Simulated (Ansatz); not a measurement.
CH2F, SMILES [CH2]F, a rigid scan of one bond length

Computed with Ansatz 0.2.0, Python API.

Run as a notebook:

In [1]:
```python
import warnings

import ansatz as az
import numpy as np
```

In [2]:
```python
GEOMETRY = """
C    -0.04375   -0.05860   -0.10616
F     0.95260    0.69363    0.35806
H    -0.93960    0.47003   -0.36083
H     0.03074   -1.10506    0.10892
"""

warnings.simplefilter("ignore", az.DeckWarning)
```

In [3]:
```python
mol = az.Crystal.molecule()
for line in GEOMETRY.strip().splitlines():
    symbol, *xyz = line.split()
    mol = mol.atom(symbol, [float(v) for v in xyz])
```

In [4]:
```python
symbols = [site.symbol for site in mol.cartesian_sites]
start = np.array([site.position_ang for site in mol.cartesian_sites])
axis = (start[3] - start[0]) / np.linalg.norm(start[3] - start[0])
moving = [3]
lengths, energies = [0.942, 0.985, 1.028, 1.071, 1.114, 1.157, 1.199, 1.264], []
for length in lengths:
    xyz = start.copy()
    xyz[moving] += (length - np.linalg.norm(start[3] - start[0])) * axis
    point = az.Crystal.molecule()
    for symbol, xyz in zip(symbols, xyz):
        point = point.atom(symbol, xyz.tolist())
    calc = (
        point.calculation()
        .basis(gaussian="6-31G*")
        .functional("B3LYP", dispersion="d3bj")
        .spin("collinear", total=1)
    )
    report = calc.run().report
    energies.append(report["free_energy_ev"])
    print(f"r = {length:6.3f} A  E = {energies[-1]:.5f} eV  <S^2> = {abs(report['mean_field']['state']['spin_squared']):.3f}")
```
```text
r =  0.942 A  E = -3783.68401 eV  <S^2> = 0.753
r =  0.985 A  E = -3783.95131 eV  <S^2> = 0.753
r =  1.028 A  E = -3784.10148 eV  <S^2> = 0.753
r =  1.071 A  E = -3784.15972 eV  <S^2> = 0.753
r =  1.114 A  E = -3784.14615 eV  <S^2> = 0.753
r =  1.157 A  E = -3784.07683 eV  <S^2> = 0.754
r =  1.199 A  E = -3783.96767 eV  <S^2> = 0.754
r =  1.264 A  E = -3783.74003 eV  <S^2> = 0.754
```

In [5]:
```python
# quartic fit about the minimum
fit = np.polynomial.Polynomial.fit(lengths, np.array(energies) - min(energies), 4).convert()
roots = [r.real for r in fit.deriv().roots() if abs(r.imag) < 1e-9 and fit.deriv(2)(r.real) > 0]
r_e = min(roots, key=lambda r: abs(r - lengths[int(np.argmin(energies))]))
print(f"minimum of the fit at {r_e:.4f} A, force constant {fit.deriv(2)(r_e):.2f} eV/A^2")
```
```text
minimum of the fit at 1.0828 A, force constant 36.19 eV/A^2
```

What to keep in mind:
- Total energies depend on the basis set; only differences at equal settings carry meaning.
- The rest of the molecule is held rigid at a force-field or estimated start geometry, and the basis set is modest; single-reference methods fail as a bond breaks.
- The species is open-shell (spin multiplicity 2).
- b3lyp holds the VWN-RPA fit, as in Gaussian; the form of ORCA and Turbomole is b3lyp5.
- It ran for 7.1 s on 1 thread of Intel(R) Xeon(R) Platinum 8259CL CPU @ 2.50GHz (Skylake/Cascade Lake) (shared host), peak memory 0.17 GiB.

(Lines on the test bed's own set-up are left out of the output.)
